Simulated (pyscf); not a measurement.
H₃Si–SiH₃ + Cl–Cl -> H₃Si–Cl + H₃Si–Cl, a four-centre exchange (singlet surface; Si–Si, Cl–Cl broken, Cl–Si, Cl–Si formed). Structures and frequencies: ωB97X-D3(BJ)/def2-SVP in PySCF. Energies in kJ/mol from the separated reactants.

Small-basis levels: PySCF, no dispersion term, spherical d functions. 

**Question.** Quick B3LYP/6-31G* single points give ΔE‡ = 236.6 kJ/mol and ΔE = -341.9 kJ/mol. What does ωB97M-D3(BJ)/def2-TZVP give, and how far is the quick result from it?

**Answer.** ωB97M-D3(BJ)/def2-TZVP gives ΔE‡ = 252.5 kJ/mol and ΔE = -357.8 kJ/mol. B3LYP/6-31G* lies 15.9 kJ/mol under it in the barrier and 15.9 kJ/mol over it in the reaction energy, so on this step it does not hold to within 12.6 kJ/mol. ωB97M-D3(BJ)/def2-TZVP has limits of its own. At the saddle there is also a short Cl–Si contact that neither side keeps. From the product side, •H₂Si–Cl + H• lies, by one bond made or cut, 205.6 kJ/mol under this saddle at ωB97M-D3(BJ)/def2-TZVP. One saddle was located; it need not be the lowest between these sides. One closed-shell reference is unstable to symmetry breaking; treat the single-reference values with care.
